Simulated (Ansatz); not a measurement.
C2H5, SMILES C[CH2], multiplicity 2.

Geometry optimised at r2SCAN-D4/def2-TZVP. The isomer is the one that the SMILES or the coordinates give; other isomers of the formula were not compared.

Two levels are set side by side: PBE/def2-TZVPD (Ansatz, a first-principles code) and PBE0/def2-TZVPD (Ansatz). Energy differences of separate SCF runs at the same geometry; the states with an electron removed or added have multiplicity 1 and 1. Differences are taken from unrounded values.

| quantity | PBE |
|---|---|
| vertical ionisation energy (eV) | 8.50 |

Task: These are the PBE values. What does PBE0 give? (Estimate from the structure and the level; the computed values follow.)

Result: 
```tsv
quantity	PBE0	PBE minus PBE0
vertical ionisation energy (eV)	8.59	-0.09
```

Here PBE gives about what the other level gives.
